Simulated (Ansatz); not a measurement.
The input, for Ansatz 0.2.0:

```yaml
crystal:
  periodic: [false, false, false]
  atoms:
    - {symbol: Pt, position_ang: [0.000000, 0.000000, 0.000000]}
    - {symbol: B, position_ang: [0.000000, 0.000000, 1.881800]}
basis:
  gaussian: {orbitals: def2-TZVPP}
magnetization: {spin_polarized: true, initial_magnetization: 3}
correlation: {method: ccsdt_q, electrons: outside_noble_gas}
```

```sh
$ ansatz run in.yaml --threads 2 --pin off --events-out ev --progress --plain --max-ram 24576MiB --backend cuda --devices 0, --max-vram 18GiB
```

Log:

```
1067 factors; integrals over basis functions are off by at most 1.7e-7 eV
mean field evaluation 1: about -3889.2430 eV, gradient 1.3e1 eV
mean field evaluation 2: about -3889.2506 eV, gradient 1.3e1 eV
mean field evaluation 4: about -3890.2949 eV, gradient 2.9e0 eV
mean field evaluation 8: about -3890.4858 eV, gradient 5.0e-1 eV
mean field evaluation 16: about -3890.5018 eV, gradient 1.7e-6 eV
mean field evaluation 32: about -3887.0060 eV, gradient 1.1e1 eV
mean field evaluation 64: about -3890.5664 eV, gradient 6.4e-3 eV
mean field evaluation 96: about -3889.2372 eV, gradient 5.2e-1 eV
mean field evaluation 128: about -3890.5664 eV, gradient 6.6e-6 eV
mean field evaluation 160: about -3890.5664 eV, gradient 2.4e-6 eV
...
cycle  37  -11.09901754 eV  change   -7.4e-6 eV  update   1.0e-5
cycle  38  -11.09901383 eV  change    3.7e-6 eV  update   7.8e-6
cycle  39  -11.09901412 eV  change   -2.9e-7 eV  update   6.5e-6
cycle  40  -11.09901563 eV  change   -1.5e-6 eV  update   5.4e-6
cycle  41  -11.09901563 eV  change   -7.0e-9 eV  update   4.4e-6
cycle  42  -11.09901519 eV  change    4.5e-7 eV  update   3.5e-6
cycle  43  -11.09901418 eV  change    1.0e-6 eV  update   2.4e-6
cycle  44  -11.09901250 eV  change    1.7e-6 eV  update   1.5e-6
cycle  45  -11.09901112 eV  change    1.4e-6 eV  update   1.1e-6
cycle  46  -11.09901061 eV  change    5.0e-7 eV  update   7.0e-7
perturbative correction -0.04193090 eV, -0.0015409322 hartree
Total energy: -3901.70731607 eV, -143.3850991934 hartree
```

Ran on 2 threads of AMD EPYC 7R13 with a shared H100 80 GB, shared host: 1.7 min wall, 1 GiB peak host memory.
